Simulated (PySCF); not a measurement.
Species: N-methylhydroxylamine, CH₅NO.
Cartesian coordinates in Å at the PBE0-D3(BJ)/def2-SVP level; atoms count from 1:
```
atom  x, y, z in Å
C1    -0.532    0.007    0.632
N2    -0.003    0.138   -0.705
O3     1.352   -0.257   -0.695
H4     0.087    0.499    1.408
H5    -1.541    0.447    0.648
H6    -0.623   -1.058    0.893
H7     0.025    1.128   -0.949
H8     1.374   -0.992   -1.316
```

Method: TDDFT CAM-B3LYP/def2-SVPD, vertical, gas phase, core orbitals frozen in the response in PySCF.

Kohn–Sham orbitals with the atoms that hold most of them (Löwdin shares over 4%, at most four atoms; ? is withheld):

| orbital | ε (eV) | atoms |
| --- | --- | --- |
| HOMO-3 | -12.86 | C1 37%, O3 21%, H4 17%, H5 11% |
| HOMO-2 | -12.32 | C1 38%, H6 18%, H5 14%, O3 12% |
| HOMO-1 | -10.07 | O3 72%, N2 12%, C1 7%, H8 4% |
| HOMO | -8.46 | ? |
| LUMO | 1.37 | ? |
| LUMO+1 | 1.95 | O3 36%, C1 15%, H8 15%, H7 10% |
| LUMO+2 | 2.45 | H7 27%, O3 24%, H6 14%, H4 9% |

(1) Give the leading atoms of the LUMO.

(2) Give the leading atoms of the HOMO.

(3) How does S1 compare with the orbital gap of 9.83 eV?

(4) Give energy, strength and leading configuration of S1 and S2, and follow the Löwdin shares of the leading atoms from the occupied to the empty orbital.

Answers

(1) O3 (bonded to N and H) 28%; C1 (bonded to N and 3 H) 26%; H8 (bonded to O) 14%; N2 (bonded to C, O and H) 9%.

(2) N2 (bonded to C, O and H) 57%; O3 (bonded to N and H) 17%; C1 (bonded to N and 3 H) 10%; H4 (bonded to C) 5%.

(3) S1 is at 6.36 eV (f = 0.0008), 3.47 eV below the gap, made of HOMO→LUMO (91%). 

(4) 
- S1 (6.36 eV, f 0.0008), HOMO→LUMO (91%): N2 57% → 9%, O3 17% → 28%, C1 10% → 26%
- S2 (7.00 eV, f 0.0045), HOMO→LUMO+1 (83%): N2 57% → at most 11%, O3 17% → 36%, C1 10% → 15%

Orbitals of the list HOMO-3 to LUMO+2 that lie within 0.01 eV of each other are written together with a slash and their weights summed (≥ marks a lower bound); for degenerate orbitals outside that list single weights are arbitrary.

Time: 17 s; peak memory 0.47 GiB. Hardware: an Intel Xeon Platinum 8375C at 2.90 GHz with one thread, shared host.

One conformer stands for the species.
